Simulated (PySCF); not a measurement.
OS, SMILES O=S (connectivity only; charge and spin as stated), neutral, multiplicity 3. Atoms are numbered in the order given.

```xyz
2

O      0.0000     0.0000    -0.9927
S      0.0000     0.0000     0.4964
```
Charge 0, spin multiplicity 3.

The structure is a stationary point at B3LYP-D3(BJ)/def2-TZVPD.

These are CAM-B3LYP/def2-TZVPD (PySCF) values and carry that method's errors.

Mulliken values depend strongly on the basis, most of all with diffuse functions as here. ESP charges are fitted to the potential on shells at 1.4 to 2.0 van der Waals radii. Atomic charges (e):

| atom | meta-Löwdin | ESP fit | Mulliken | Mulliken spin |
|---|---|---|---|---|
| O1 | -0.52 | -0.23 | -0.29 | 0.67 |
| S2 | 0.52 | 0.23 | 0.29 | 1.33 |
